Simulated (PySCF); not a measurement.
Compound: PH₃.
Geometry (GFN2-xTB, Å), atoms numbered from 1 in this order:
```xyz
4
PH3 angstrom
P     -0.0015    0.0035    0.5704
H     -0.5587    1.0086   -0.2056
H      1.1583   -0.0163   -0.1896
H     -0.5880   -0.9910   -0.1980
```

Computed, not measured: PBE0/pcSseg-1 in PySCF (dipole) on a GFN2-xTB geometry, gas phase.

Take the most abundant isotopes and a rigid rotor. 

Task: What are A, B and C (GHz)?

Result: Ia = 3.64, Ib = 3.64, Ic = 4.03 u·Å²; 505379 MHz·u·Å²/I gives 138825, 138807 and 125386 MHz, that is A = 138.82, B = 138.81, C = 125.39 GHz.

Task: What kind of rotor is it?

Result: An oblate symmetric top, as the point group C3v requires two equal moments; the computed ones differ by 0.01 % because the geometry is symmetric only within the optimiser's tolerance: κ = (2 × 138807 − 138825 − 125386)/(138825 − 125386) = 1.00.

Task: Is it planar, by Δ = Ic − Ia − Ib?

Result: Not planar: Δ = Ic − Ia − Ib = -3.25 u·Å². For a rigid frame Δ = −2 Σ m c², so Σ m c² = 1.63 u·Å² lies off the ab plane: 1.48 from hydrogen and 0.14 from heavier atoms. The atom farthest from that plane is 0.70 Å away.

Task: Where do the R-branch lines fall?

Result: The dipole of 1.03 D lies along the symmetry axis, so ΔK = 0 and J+1 ← J falls at 2B(J+1) for every K: 277.63 GHz, 555.26 GHz, 832.89 GHz, 1110.53 GHz, 1388.16 GHz for J = 0 to 4.

No frequency check. Constants of a rigid frame at the computed geometry: no zero-point averaging, no centrifugal distortion.

Cost: about 1.5 s of CPU time on one thread; the machine was shared, so the figure is rough. This is the PBE0/pcSseg-1 job that gave the dipole, with the shieldings it also computed.
